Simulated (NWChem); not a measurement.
The numbers come from NWChem runs, not from measurements. System: CH4S, charge 1, spin multiplicity 2, at the geometry of a parent with another charge or spin, in a state set for the comparison that need not be this species' ground state. Its SCF solution wasn't tested for a lower state. Level: ROCCSD(T)/STO-3G, 6 core orbitals frozen.

Job file:

```
start mol
memory heap 100 mb stack 700 mb global 1900 mb
charge 1
geometry units angstroms nocenter noautoz
  C      1.054625     0.479435     0.000000
  S     -0.576532    -0.345506     0.000000
  H      1.208644     1.096323     0.906734
  H      1.807729    -0.331777     0.000000
  H      1.208644     1.096323    -0.906734
  H     -1.328245     0.790617     0.000000
  symmetry group Cs
end
basis spherical
  * library sto-3g
end
scf
  rohf
  nopen 1
  maxiter 100
  thresh 1e-7
  semidirect memsize 60000000 filesize 0
  # guess.movecs holds the orbitals of an unrestricted PBE0 run
  vectors input guess.movecs output mol.movecs
end
tce
  freeze core 6
  ccsd(t)
  2eorb
  2emet 13
  thresh 1e-6
  maxiter 100
  tilesize 24
end
task tce energy
```

Output (cleaned and shortened):

```
             Northwest Computational Chemistry Package (NWChem) 7.3.0
             --------------------------------------------------------

                                NWChem Input Module
                                -------------------

 Scaling coordinates for geometry "geometry" by  1.889725989
 (inverse scale =  0.529177249)

 Turning off AUTOSYM since
 SYMMETRY directive was detected!

                             Geometry "geometry" -> ""
                             -------------------------

 Output coordinates in angstroms (scale by  1.889725989 to convert to a.u.)

  No.       Tag          Charge          X              Y              Z
 ---- ---------------- ---------- -------------- -------------- --------------
    1 C                    6.0000     1.05462500     0.47943500     0.00000000
    2 S                   16.0000    -0.57653200    -0.34550600     0.00000000
    3 H                    1.0000     1.20864400     1.09632300     0.90673400
    4 H                    1.0000     1.80772900    -0.33177700     0.00000000
    5 H                    1.0000     1.20864400     1.09632300    -0.90673400
    6 H                    1.0000    -1.32824500     0.79061700     0.00000000

 Effective nuclear repulsion energy (a.u.)      55.7757981207

            Nuclear Dipole moment (a.u.)
            ----------------------------
        X                 Y               Z
 ---------------- ---------------- ----------------
     0.0000188973     0.0000000000     0.0000000000

      Symmetry information
      --------------------

 Group name             Cs
 Group number              2
 Group order               2
 No. of unique centers     5

      Symmetry unique atoms

     1    2    3    4    6


 Summary of "ao basis" -> "" (spherical)
 ------------------------------------------------------------------------------
       Tag                 Description            Shells   Functions and Types
 ---------------- ------------------------------  ------  ---------------------
 *                           sto-3g                   on all atoms

 Summary of "ao basis" -> "ao basis" (spherical)
 ------------------------------------------------------------------------------
       Tag                 Description            Shells   Functions and Types
 ---------------- ------------------------------  ------  ---------------------
 C                           sto-3g                  3        5   2s1p
 S                           sto-3g                  5        9   3s2p
 H                           sto-3g                  1        1   1s

                                 NWChem SCF Module
                                 -----------------

  ao basis        = "ao basis"
  functions       =    18
  atoms           =     6
  closed shells   =    12
  open shells     =     1
  charge          =   1.00
  wavefunction    = ROHF
  use symmetry    = T
  symmetry adapt  = T

 Summary of "ao basis" -> "ao basis" (spherical)
 ------------------------------------------------------------------------------
       Tag                 Description            Shells   Functions and Types
 ---------------- ------------------------------  ------  ---------------------
 C                           sto-3g                  3        5   2s1p
 S                           sto-3g                  5        9   3s2p
 H                           sto-3g                  1        1   1s

      Symmetry analysis of basis
      --------------------------

        a'         14
[...]
           0.000000000000           0.000000000000         147.896357244345

  Mulliken analysis of the total density
  --------------------------------------

    Atom       Charge   Shell Charges
 -----------   ------   -------------------------------------------------------
    1 C    6     6.24   1.99  1.26  2.99
    2 S   16    15.34   2.00  2.00  5.95  1.87  3.51
    3 H    1     0.85   0.85
    4 H    1     0.85   0.85
    5 H    1     0.85   0.85
    6 H    1     0.87   0.87

 Mulliken analysis of the open-shell density
 -------------------------------------------

    Atom       Charge   Shell Charges
 -----------   ------   -------------------------------------------------------
    1 C    6     0.00   0.00  0.00  0.00
    2 S   16     0.98   0.00 -0.00  0.02  0.00  0.96
    3 H    1     0.01   0.01
    4 H    1     0.00   0.00
    5 H    1     0.01   0.01
    6 H    1     0.00   0.00

       Multipole analysis of the density wrt the origin
       ------------------------------------------------

     L   x y z        total         open         nuclear
     -   - - -        -----         ----         -------
     0   0 0 0      1.000000     -1.000000     26.000000

     1   1 0 0     -0.308111      1.009057      0.000019
     1   0 1 0      0.439203      0.591982      0.000000
     1   0 0 1     -0.000000      0.000000      0.000000

     2   2 0 0     -9.436234     -2.041788     71.226268
     2   1 1 0     -0.102127     -0.845235     25.787018
     2   1 0 1      0.000000     -0.000000      0.000000
     2   0 2 0    -11.938440     -1.219869     22.955292
     2   0 1 1      0.000000     -0.000000      0.000000
     2   0 0 2    -11.844043     -2.099990      5.872019

                   NWChem Extensible Many-Electron Theory Module
                   ---------------------------------------------


            General Information
            -------------------
      Number of processors :     1
         Wavefunction type : Restricted open-shell Hartree-Fock
          No. of electrons :    25
           Alpha electrons :    13
            Beta electrons :    12
           No. of orbitals :    36
            Alpha orbitals :    18
             Beta orbitals :    18
        Alpha frozen cores :     6
         Beta frozen cores :     6
     Alpha frozen virtuals :     0
      Beta frozen virtuals :     0
         Spin multiplicity : doublet
    Number of AO functions :    18
       Number of AO shells :    12
        Use of symmetry is : on
      Symmetry adaption is : on
         Schwarz screening : 0.10D-09

          Correlation Information
          -----------------------
          Calculation type : Coupled-cluster singles & doubles w/ perturbation
   Perturbative correction : (T)
            Max iterations :      100
        Residual threshold : 0.10D-05
     T(0) DIIS level shift : 0.00D+00
     L(0) DIIS level shift : 0.00D+00
     T(1) DIIS level shift : 0.00D+00
     L(1) DIIS level shift : 0.00D+00
     T(R) DIIS level shift : 0.00D+00
     T(I) DIIS level shift : 0.00D+00
   CC-T/L Amplitude update :  5-th order DIIS
                I/O scheme : Global Array Library
        L-threshold :  0.10D-05
        EOM-threshold :  0.10D-05
 no EOMCCSD initial starts read in
 TCE RESTART OPTIONS
 SLICE:      F
 D4D5:       F
 quantumc:   F
 qrotation:  F
 pwtce:      F
 qducc:      F
 nacto:                         0
 nrotv:                         0
 nrot:                          0

            Memory Information
            ------------------
          Available GA space size is     249036152 doubles
          Available MA space size is     104856236 doubles

 Maximum block size supplied by input
 Maximum block size        24 doubles

 tile_dim =      5

 -------------------------------------------------
   1    alpha     a'     5 doubles       0       1
   2    alpha     a"     1 doubles       5       2
   3    alpha     a"     1 doubles       6       3
   4    beta      a'     5 doubles       7       4
   5    beta      a"     1 doubles      12       5
   6    alpha     a'     4 doubles      13       6
   7    alpha     a"     1 doubles      17       7
   8    beta      a'     4 doubles      18       8
   9    beta      a"     1 doubles      22       9
  10    beta      a"     1 doubles      23      10

 Global array virtual files algorithm will be used

 Parallel file system coherency ......... OK

 4-electron integrals stored in orbital form

 v2    file size   =             3314
 4-index algorithm nr.  13 is used
 imaxsize =       30
 imaxsize ichop =        0


CCSD iterations
 ---------------------------------------------------------
 Iter          Residuum       Correlation     Cpu    Wall
 ---------------------------------------------------------
    1   0.1215524525590  -0.0815330337383     0.0     0.0
    2   0.0463295085500  -0.1016654210842     0.0     0.0
    3   0.0195892881344  -0.1080798783736     0.0     0.0
    4   0.0087890584952  -0.1105669691275     0.0     0.0
    5   0.0041344648528  -0.1115519408047     0.0     0.0
    6   0.0004510714349  -0.1123399263732     0.0     0.0
    7   0.0001649649033  -0.1123346441482     0.0     0.0
    8   0.0000763998597  -0.1123345657200     0.0     0.0
    9   0.0000391042238  -0.1123353815743     0.0     0.0
   10   0.0000201514479  -0.1123355281170     0.0     0.0
   11   0.0000043658124  -0.1123359831785     0.0     0.0
   12   0.0000016036692  -0.1123362350774     0.0     0.0
   13   0.0000007761338  -0.1123363380394     0.0     0.0
 -----------------------------------------------------------------
 Iterations converged
 CCSD correlation energy / hartree =        -0.112336338039431
 CCSD total energy / hartree       =      -432.784076267082582

 Singles contributions

 Doubles contributions
 CCSD(T)
 Using plain CCSD(T) code
             total no. of tasks          148
 total no. of tasks / no. procs          148
                         wl_min            1           1.0
                         wl_max         8000           4.5
        thresh for no. of tasks          148

 CCSD[T]  correction energy / hartree =        -0.000628432003991
 CCSD[T] correlation energy / hartree =        -0.112964770043422
 CCSD[T] total energy / hartree       =      -432.784704699086546
 CCSD(T)  correction energy / hartree =        -0.000583421189386
 CCSD(T) correlation energy / hartree =        -0.112919759228817
 CCSD(T) total energy / hartree       =      -432.784659688271972

 Task  times  cpu:        0.5s     wall:        0.5s

 Total times  cpu:        0.6s     wall:        0.6s
```
